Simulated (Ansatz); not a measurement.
A nudged elastic band was laid between two geometries of CH4O + H4Si (11 atoms, charge 0, multiplicity 1).

All numbers below come from Ansatz 0.2.0, RKS PBE-D4/6-31G*.

| Property | Result |
| --- | --- |
| movable images | 5 |
| climbing image | yes |
| spring | 5.0 eV/Å² |
| optimiser | quadratic models (default) |
| start path | through a guess of the saddle point |
| force threshold | 0.05 eV/Å |
| iteration limit | 60 |
| end points | relaxed |

Image 0:

```xyz
11
Properties=species:S:1:pos:R:3
Si 0.460 0.059 -0.107
H 0.367 -0.200 1.368
H 1.910 -0.078 -0.485
H 0.017 1.446 -0.442
H -0.307 -0.974 -0.873
O -2.393 0.252 0.769
C -3.161 -0.840 0.261
H -2.575 -1.780 0.189
H -4.071 -1.031 0.866
H -3.475 -0.554 -0.755
H -2.140 0.022 1.685
```

Image 6:

```xyz
11
Properties=species:S:1:pos:R:3
Si -0.152 -0.141 -0.818
H -1.603 0.124 3.499
H 1.175 0.049 -0.158
H -0.550 1.109 -1.560
H -0.071 -1.263 -1.822
O -1.234 -0.493 0.415
C -2.605 -0.719 0.087
H -2.731 -1.620 -0.546
H -3.154 -0.873 1.031
H -3.052 0.149 -0.440
H -1.390 -0.001 2.788
```

(1) Which bonds break or form, and what moves?

(2) Give the energies along the band, and the barrier.

(3) What is the geometry of the highest image?

## Answers

(1) Bonds broken: Si1–H2, O6–H11. Bonds formed: Si1–O6, H2–H11. CH4O + H4Si becomes CH6OSi + H2.

(2) The run converged. The highest image is number 2 of 0 to 6, 1.39 eV above the first end and 1.95 eV above the last; the last end lies 0.56 eV below the first. Neighbouring images differ by up to 1.8 eV, so the band resolves the path poorly. A vibrational analysis at the climbing image gives one clearly imaginary mode, 1188i cm⁻¹: a first-order saddle point. The orbitals stay closed-shell, which can raise the energy where a bond breaks towards radicals; this wasn't checked here.

```
image  path coordinate (Å)  energy (eV)  Si1–H2 (Å)  O6–H11 (Å)  Si1–O6 (Å)
    0                 0.00         0.00        1.50        0.98        2.99
    1                 1.82         0.11        1.50        0.98        2.61
    2                 3.64         1.39        1.80        1.15        1.91
    3                 4.99        -0.44        2.90        2.12        1.68
    4                 6.34        -0.55        3.99        2.49        1.68
    5                 7.69        -0.55        4.40        2.44        1.68
    6                 9.04        -0.56        4.56        2.43        1.68
```

(3) 
```xyz
11
Properties=species:S:1:pos:R:3
Si -0.128 -0.014 -0.105
H 0.004 -0.725 1.538
H 0.989 0.932 0.224
H -0.800 0.657 -1.292
H 0.334 -1.327 -0.670
O -1.806 0.043 0.796
C -2.985 -0.570 0.225
H -2.863 -1.666 0.151
H -3.846 -0.329 0.865
H -3.137 -0.146 -0.779
H -1.128 -0.535 1.525
```

Run time: 4.2 min on 1 thread of Arm Neoverse V1, with other jobs on the host, peak memory 0.12 GiB.
